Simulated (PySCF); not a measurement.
Molecule: ethanethiol (SMILES CCS).

Atom-mapped SMILES (the numbers label the heavy atoms): `[CH3:1][CH2:2][SH:3]` (H(Xn): hydrogen on atom n).

Geometry PBE0-D3(BJ)/def2-SVP throughout; GIAO in PySCF, gas phase, one conformer, non-relativistic; equivalent atoms averaged; functional PBE0.

Question: How do the shifts δ (against TMS, CS2 at the same level) depend on the basis set? (ppm; last column core-seconds on shared hosts with different chips, so compare them loosely)

Answer: 
```csv
basis set,functions,C2,C1,S3,H(C2),H(C1),H(S3),core-s
STO-3G,25,28.6,21.0,-93.9,0.89,0.81,-0.81,1.3
6-31G,43,23.5,22.1,-75.5,2.43,1.38,0.64,2.8
pcSseg-0,43,23.5,23.1,-94.8,2.10,1.31,0.84,2
6-31G*,58,22.9,21.4,-41.1,2.32,1.23,1.20,3.2
def2-SVP,76,23.2,20.7,-56.4,2.11,1.08,0.82,3.4
cc-pVDZ,76,26.0,22.6,-66.2,2.24,1.17,1.01,3.6
pcSseg-1,88,25.4,22.9,-68.1,2.26,1.22,1.42,3.5
"6-311+G(2d,p)",125,26.1,22.3,-47.9,2.46,1.25,1.38,6.2
aug-cc-pVDZ,127,26.8,22.3,-57.9,2.51,1.35,1.27,6.4
def2-TZVP,135,26.1,22.9,-47.8,2.38,1.24,1.44,7
IGLO-III,174,26.1,23.4,-42.0,2.42,1.25,1.39,10
cc-pVTZ,178,25.8,22.7,-59.6,2.39,1.25,1.32,12
pcSseg-2,199,26.5,23.7,-50.9,2.41,1.25,1.51,6.1
```

Question: Which nucleus moves most, in ppm?

Answer: S3 (thiol sulfur): from -94.8 ppm with pcSseg-0 to -41.1 ppm with 6-31G*. The smallest spread is 0.57 ppm, at H(C1). Proton shifts span only some 12 ppm, so a few tenths of a ppm matter as much there as several ppm in carbon.

Question: Taking the largest basis, pcSseg-2 (199 functions), as the yardstick, rank the others by their worst heavy-atom deviation.

Answer: 6-311+G(2d,p) 3.0 ppm (125 functions), def2-TZVP 3.1 ppm (135 functions), def2-SVP 5.5 ppm (76 functions), aug-cc-pVDZ 7.0 ppm (127 functions), cc-pVTZ 8.7 ppm (178 functions), IGLO-III 8.9 ppm (174 functions), 6-31G* 9.8 ppm (58 functions), cc-pVDZ 15.3 ppm (76 functions), pcSseg-1 17.2 ppm (88 functions), 6-31G 24.6 ppm (43 functions), STO-3G 43.0 ppm (25 functions), pcSseg-0 43.9 ppm (43 functions).

A small basis that lands close on one nucleus may do so by chance; judge by the trend and by all nuclei.
